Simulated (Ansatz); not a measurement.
C$_{2}$H$_{3}$FS, SMILES `F/C=C\S`, relaxed with RKS PBE-D4/def2-SVP in Ansatz from a rough embedded geometry. The force threshold is 0.03 eV/Å; the program also tests the step.

Charge 0, multiplicity 1.

Start:

```xyz
7

F    -1.557    0.436    0.316
C    -0.721   -0.244   -0.478
C     0.576   -0.285   -0.270
S     1.422    0.557    1.056
H    -1.260   -0.692   -1.286
H     1.248   -0.795   -0.982
H     0.293    1.022    1.644
```

| step | energy (eV) | largest force (eV/Å) | largest move (Å) |
| --- | --- | --- | --- |
| 1 | -15657.2092 | 1.500 | 0.000 |
| 2 | -15657.2626 | 0.693 | 0.065 |
| 3 | -15657.2774 | 0.268 | 0.041 |
| 4 | -15657.2812 | 0.122 | 0.008 |
| 5 | -15657.2830 | 0.038 | 0.012 |
| 6 | -15657.2831 | 0.012 | 0.009 |

End:

```xyz
7

F    -1.593    0.424    0.336
C    -0.742   -0.228   -0.486
C     0.585   -0.248   -0.264
S     1.441    0.526    1.065
H    -1.243   -0.726   -1.330
H     1.228   -0.797   -0.967
H     0.325    1.050    1.646
```

Run time 6 s (2 threads of an Arm Neoverse V2 on a shared host); peak host memory 0.13 GiB.
